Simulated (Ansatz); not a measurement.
**CH4OSi: one species, many methods**

One table from this session's results is given with a row withheld; the runs are named, their logs left out.

The runs use Ansatz 0.2.0, Gaussian basis; functionals in def2-TZVPP, the program's frozen cores in correlated methods.

The runs, in order: LDA (SPW92), PBE-D4, revPBE-D4, BLYP-D4, r2SCAN-D4, B97M-V, PBE0-D4, B3LYP-D4, r2SCANh-D4, r2SCAN0-D4, HSE06-D4, BHLYP-D4, CAM-B3LYP-D4, LC-ωPBE, ωB97X-V, ωB97M-V, B2PLYP, PBE-QIDH; CCSD(T)/def2-SVP; CCSD(T)/def2-TZVPP; MP2/def2-QZVPP; extrapolation to the limit; RPA on PBE.

### The relaxed structure

An earlier PBE0-D4 in a triple-zeta def2 set relaxation fixed the geometry.

SMILES `O=C[SiH3]`, 7 atoms, charge 0, spin multiplicity 1.

Atoms are counted from 1 here; the program's logs count them from 0.

Bond lengths: O1–C2 1.204 Å, C2–Si3 1.931 Å, C2–H4 1.116 Å, Si3–H5 1.484 Å, Si3–H6 1.484 Å, Si3–H7 1.486 Å. Angles: O1–C2–Si3 120.5°, O1–C2–H4 119.5°, Si3–C2–H4 120.0°, C2–Si3–H5 107.9°, C2–Si3–H6 107.9°, C2–Si3–H7 110.3°, H5–Si3–H6 110.2°, H5–Si3–H7 110.3°, H6–Si3–H7 110.2°.

Set-up of the first run:

The input, in.yaml:

```yaml
crystal:
  periodic: [false, false, false]
  atoms:
    - {symbol: O, position_ang: [-1.778980, -0.923995, -0.293403]}
    - {symbol: C, position_ang: [-0.613426, -0.965497, 0.006322]}
    - {symbol: Si, position_ang: [0.461347, 0.639247, -0.007798]}
    - {symbol: H, position_ang: [-0.154996, -1.941551, 0.294015]}
    - {symbol: H, position_ang: [0.433645, 1.194068, -1.383564]}
    - {symbol: H, position_ang: [-0.144525, 1.601628, 0.945178]}
    - {symbol: H, position_ang: [1.858135, 0.328100, 0.393651]}
basis:
  gaussian: {orbitals: def2-TZVPP}
hamiltonian: {xc: lda}
output: {orbitals: {seedname: orbitals}}
```

On the command line:

```console
$ ansatz run in.yaml --threads 2 --pin off --events-out ev --progress --plain --max-ram 4352MiB
```

Steps of the session up to this table: LDA; PBE-D4 (GGA); revPBE-D4 (GGA); BLYP-D4 (GGA); r2SCAN-D4 (meta-GGA); B97M-V (meta-GGA); PBE0-D4 (hybrid); B3LYP-D4 (hybrid); r2SCANh-D4 (hybrid); r2SCAN0-D4 (hybrid); HSE06-D4 (hybrid); BHLYP-D4 (hybrid); CAM-B3LYP-D4 (range-separated); LC-ωPBE (range-separated); ωB97X-V (range-separated); ωB97M-V (range-separated); B2PLYP (double hybrid); PBE-QIDH (double hybrid).

One table of the session follows, with a row left open; its other results are not shown here.

It belongs to the step «Frontier levels by functional». 

```
  functional  HOMO (eV)  LUMO (eV)  gap (eV)
 LDA (SPW92)      -5.83      -3.19      2.65
      PBE-D4      -5.72      -2.94      2.78
   revPBE-D4      -5.67      -2.85      2.82
     BLYP-D4      -5.64      -2.80      2.84
   r2SCAN-D4      -5.98      -2.74      3.24
      B97M-V      -6.18      -2.73      3.45
     PBE0-D4      -7.18      -1.79      5.38
    B3LYP-D4      -6.97      -2.05      4.92
  r2SCANh-D4      -6.53      -2.31      4.22
  r2SCAN0-D4      -7.37      -1.69      5.68
    HSE06-D4      -6.77      -2.19      4.59
    BHLYP-D4          ?          ?         ?
CAM-B3LYP-D4      -8.59      -0.56      8.02
     LC-ωPBE      -9.85       0.69     10.54
     ωB97X-V      -9.55       0.59     10.14
     ωB97M-V      -9.47       0.47      9.94
```

Estimate the missing values for BHLYP-D4.

Worked estimate for «HOMO (eV)». Against the share of exact exchange, BLYP-D4 (0, -5.64), B3LYP-D4 (0.2, -6.97) give a slope of -6.65 per unit share; at 0.5 the line stands at -8.96.

The run gave: HOMO (eV): -8.61; LUMO (eV): -0.58; gap (eV): 8.03. In «HOMO (eV)» the line misses by -0.35.
